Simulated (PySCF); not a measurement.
# Relaxation of singlet SF₂

All numbers come from PySCF, PBE0, basis S def2-TZVP, F def2-TZVP (no relativity, density fitting). A (50,194) grid was used.

A hand-made bent start, of C2v symmetry, held to at least that symmetry:

```xyz
3
charge 0 multiplicity 1, angstrom
S     0.0000    0.0000   -0.5202
F     1.3680    0.0000    0.4377
F    -1.3680    0.0000    0.4377
```

Optimiser trace:
```
step  E − E(last) (kJ/mol)  largest gradient (Eh/bohr)
   0                 29.83                     0.04038
   1                  0.04                     0.00260
   2                  0.03                     0.00300
   3                  0.00                     0.00035
   4                  0.00                     0.00019
```

It ends at C2v with S–F 1.590 Å (×2); F–S–F 98.6° (after a last refinement on a finer grid). A frequency run shows a minimum. Other isomers or separated fragments may lie lower.

Final geometry:
Coordinates in bohr (charge 0 multiplicity 1):
```
S     0.0000    0.0000   -1.0639
F     2.2787    0.0000    0.8957
F    -2.2787    0.0000    0.8957
```
